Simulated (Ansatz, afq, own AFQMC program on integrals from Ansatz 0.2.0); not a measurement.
# GeH₄⁺, doublet: AFQMC among the cluster methods

```xyz
5

Ge    0.0000    0.0000    0.0000
H     0.5613    1.0339    1.0326
H    -0.5699   -1.0297    1.0321
H    -0.5592    1.0308   -1.0368
H     0.5678   -1.0351   -1.0279
```

Basis cc-pVDZ. Noble-gas cores (and the filled d shells of Ga–Kr and In–Xe) are frozen. Integrals, coupled cluster, full CI and functionals: Ansatz 0.2.0; the random walks run on the same integrals in our own AFQMC program. The CISD trial takes its coefficients from CCSD amplitudes. Released means that phaseless walkers are propagated on without the constraint, phases kept. ± is one standard error of the sampling. No spin–orbit coupling.

Determinant: UHF, the one that the program's search chose, which needn't be the lowest solution. The geometry is a point of a scan.

No full CI on the walks' own integrals is used here; CCSDT(Q) serves as the reference and is uncertain by about the last step of the cluster series.

Cautions: no relativity below Rb; no spin-orbit coupling; inner d shell frozen.

* T1 diagnostic: 0.0237
* weight of the determinant in the CISD state: 0.903
* ⟨S²⟩ of the determinant: 0.794
* size of the correlated space: 7 electrons in 33 orbitals

```csv
level,correlation energy (eV)
MP2,-2.6753
CCSD,-3.5604
CCSD(T),-3.6471
```

Problem. Estimate where phaseless AFQMC with the Hartree–Fock trial lies against CCSD(T) on the same integrals.

Solution. 2.01 ± 0.72 kcal/mol above CCSD(T).

Reference: CCSDT(Q), correlation energy -3.677 eV. The released energy is read at 2.40 1/Eh (meV from the phaseless value at times in 1/Eh: 2 ± 5 at 0.24, -2 ± 5 at 0.51, -11 ± 6 at 0.99, -16 ± 7 at 1.62, 2 ± 7 at 2.40).

```csv
level,E − E(reference) (kcal/mol),share of correlation (%)
CCSD(T),0.69,99.19
CCSDT,0.06,99.93
ph-AFQMC/HF,2.69 ± 0.72,96.82
ph-AFQMC/CISD,0.28 ± 0.15,99.67
released AFQMC,0.32 ± 0.15,99.62
```

A walk keeps the symmetry of its determinant, which the program's search chose and which needn't be the lowest solution, so a lower state of the same spin and another symmetry isn't excluded. Released energies are given only where the last usable release times agree within the noise; a slower fall can still hide under it.
